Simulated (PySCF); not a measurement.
Silanethione, H2SSi.
Bonds: Si1–S2 (double). Hydrogens: H3, H4 on Si1.

All values: CAM-B3LYP/def2-SVPD (PySCF, non-relativistic), on one gas-phase PBE0-D3(BJ)/def2-SVP geometry that isn't relaxed in the solvent. The solvent is an IEF-PCM continuum (cavity from Bondi-type radii × 1.2), and excitations are vertical TDDFT with non-equilibrium linear response and a frozen core. Specific hydrogen bonds and non-electrostatic terms are outside this model.

Gas-phase singlets (H = HOMO, L = LUMO):

```tsv
state	E (eV)	λ (nm)	f	leading configuration
S1	3.022	410	0.000	H→L 99%
S2	4.897	253	0.109	H-1→L 93%
S3	5.699	218	0.000	H-2→L 99%
S4	5.804	214	0.049	H→L+1 94%
S5	6.665	186	0.067	H-1→L+1 96%
```

What are the lowest 5 singlets in dichloromethane (ε = 8.93)?

| state | E (eV) | λ (nm) | f | leading configuration | change by rank (eV) |
| --- | --- | --- | --- | --- | --- |
| S1 | 3.308 | 375 | 0.000 | H→L 99% | +0.286 |
| S2 | 5.003 | 248 | 0.149 | H-1→L 94% | +0.106 |
| S3 | 5.891 | 210 | 0.000 | H-2→L 99% | +0.192 |
| S4 | 6.001 | 207 | 0.080 | H→L+1 97% | +0.197 |
| S5 | 6.715 | 185 | 0.000 | H-3→L 99% | +0.050 |

What are the lowest 5 singlets in dimethylsulfoxide (ε = 46.83)?

```json
{"state": "S1", "E (eV)": "3.363", "λ (nm)": "369", "f": "0.000", "leading configuration": "H→L 99%", "change by rank (eV)": "+0.341"}
{"state": "S2", "E (eV)": "5.035", "λ (nm)": "246", "f": "0.153", "leading configuration": "H-1→L 94%", "change by rank (eV)": "+0.138"}
{"state": "S3", "E (eV)": "5.929", "λ (nm)": "209", "f": "0.000", "leading configuration": "H-2→L 99%", "change by rank (eV)": "+0.230"}
{"state": "S4", "E (eV)": "6.034", "λ (nm)": "205", "f": "0.085", "leading configuration": "H→L+1 97%", "change by rank (eV)": "+0.230"}
{"state": "S5", "E (eV)": "6.701", "λ (nm)": "185", "f": "0.000", "leading configuration": "H-3→L 99%", "change by rank (eV)": "+0.036"}
```

The ground-state energy changes by -0.179 eV from gas to dimethylsulfoxide. By how much does the total energy of gas-phase S1 change?

E(S1) = E(S0) + excitation energy, so it changes by -0.179 + 0.341 = +0.162 eV: it isn't lowered at all, while the ground state is. This is the vertical state, with the slow part of the continuum still set for S0.

How do the frontier levels move from gas to dimethylsulfoxide?

```
orbital  gas (eV)  solvent (eV)  change (eV)
 LUMO+2      1.16          1.39        +0.23
 LUMO+1      0.70          0.83        +0.13
   LUMO     -1.61         -1.39        +0.22
   HOMO     -8.51         -8.65        -0.14
 HOMO-1     -9.33         -9.43        -0.10
 HOMO-2    -11.17        -11.22        -0.05
 HOMO-3    -12.43        -12.17        +0.26
```

The HOMO–LUMO gap goes from 6.91 to 7.26 eV.

Hardware: Arm Neoverse V1, one thread, shared host. Cost: 1.6 s wall. This is the whole response run at CAM-B3LYP/def2-SVPD in dimethylsulfoxide, SCF included.
